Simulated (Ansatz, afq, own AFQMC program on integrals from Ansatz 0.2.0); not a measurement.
B2H, doublet: AFQMC among the cluster methods

```csv
atom,x (Å),y (Å),z (Å)
B,-0.6408,0.0000,0.3847
B,0.6103,0.0000,-0.4832
H,0.3266,0.0000,1.0559
```

Connectivity, by distances: BH–B.

Basis 6-31G. Noble-gas cores (and the filled d shells of Ga–Kr and In–Xe) are frozen. AFQMC by an in-house program on the Cholesky factors that Ansatz 0.2.0 writes for its CCSD(T) run. ph-AFQMC/CISD is guided by a CISD state made of CCSD amplitudes; releasing the constraint for a short imaginary time cuts its bias at the price of noise, slowly where states lie close. Error bars are statistical, one sigma.

Determinant: UHF, the one that the program's search chose, which needn't be the lowest solution. The geometry is a point of a scan.

Full CI on the same integrals is exact in this basis and with this determinant's frozen core.

Cautions: the search met a lower determinant of the same kind, perhaps of another symmetry (167 meV lower); strong correlation (T1 0.065, weight of the determinant 0.81, largest double 0.13); unrestricted determinant spin contaminated (⟨S²⟩ 1.69 against 0.75); CCSD(T) is in doubt: in a space of 7 electrons in 8 natural orbitals full CI lies 115 meV below it; the released energies have errors that jump between times, so the bars are unsure, so no released level is given (meV from the phaseless value at times in 1/Eh: -5 ± 5 at 0.24, -37 ± 25 at 0.51, -22 ± 3 at 0.99, -42 ± 5 at 1.62, -49 ± 4 at 2.40).

- T1 diagnostic: 0.0647
- weight of the determinant in the CISD state: 0.808
- ⟨S²⟩ of the determinant: 1.693
- size of the correlated space: 7 electrons in 18 orbitals

Reference: full CI, correlation energy -3.134 eV. The cautions show a poor starting determinant, so the rows tell how each method copes with it here, and full CI is the sure value.

```tsv
level	E − E(reference) (meV)	share of correlation (%)
HF	3134.2	0.00
MP2	1159.2	63.01
CCSD	328.9	89.51
CCSD(T)	174.0	94.45
CCSDT	35.3	98.87
CCSDT(Q)	-8.9	100.28
CCSDTQ	3.1	99.90
ph-AFQMC/HF	131.7 ± 21.5	95.80
ph-AFQMC/CISD	67.0 ± 4.3	97.86
```

CCSDT and higher add their correlation energy to the determinant of the CCSD(T) run, since their own runs factorise the integrals more tightly (a shift of under 2 meV). A walk keeps the symmetry of its determinant, which the program's search chose and which needn't be the lowest solution, so a lower state of the same spin and another symmetry isn't excluded.
